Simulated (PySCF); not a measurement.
Geometry:
```
atom   x (Å)   y (Å)   z (Å)
  F1  -1.542   2.339  -0.105
  C2  -0.762   1.274   0.035
  C3   0.546   1.287   0.295
  C4   1.077  -0.117   0.310
  C5  -0.200  -0.987   0.347
  C6  -1.340  -0.090  -0.163
  H7   1.145   2.190   0.421
  H8   1.682  -0.316  -0.594
  H9   1.738  -0.319   1.169
 H10  -0.098  -1.915  -0.231
 H11  -0.408  -1.277   1.388
 H12  -1.571  -0.253  -1.231
 H13  -2.286  -0.226   0.386
```

Geometry: PBE0-D3(BJ)/def2-SVP; GIAO shifts from PySCF 2.14, gas phase, non-relativistic, averaged over equivalent atoms.

At PBE0/IGLO-III (280 basis functions, 64 s wall time on 1 thread of an Arm Neoverse N1, shared host):
```csv
atoms,δ (ppm)
F1,-120.3
C2,176.2
C3,109.9
C6,32.9
C4,30.8
C5,24.1
H7,5.04
H12/H13,2.42
H8/H9,2.38
H10/H11,1.92
```

Scale: ¹⁹F (σref 174.63) against CFCl3; TMS for ¹³C (σref 183.78) and ¹H (σref 31.37) (reference shieldings calculated alike).

Problem. What do these become at PBE0/pcSseg-2?

Solution. 
| atoms | δ at PBE0/pcSseg-2 | change |
| --- | --- | --- |
| F1 | -118.6 | +1.7 |
| C2 | 177.5 | +1.3 |
| C3 | 110.8 | +0.9 |
| C6 | 33.3 | +0.4 |
| C4 | 31.2 | +0.4 |
| C5 | 24.5 | +0.4 |
| H7 | 5.09 | +0.05 |
| H12/H13 | 2.41 | -0.01 |
| H8/H9 | 2.38 | +0.00 |
| H10/H11 | 1.93 | +0.01 |

Referencing at the same level of theory: CFCl3 for ¹⁹F (σ = 175.81 ppm); TMS for ¹³C (σ = 184.13 ppm), ¹H (σ = 31.25 ppm).

The largest change is at F1 (vinylic fluorine). Cost: 314 basis functions, 89 s wall time on 1 thread of an Arm Neoverse N1, shared host. The order of the carbon signals is the same at both levels.

Unscaled 19F shifts against computed CFCl3 carry errors that often reach 10 to 50 ppm.
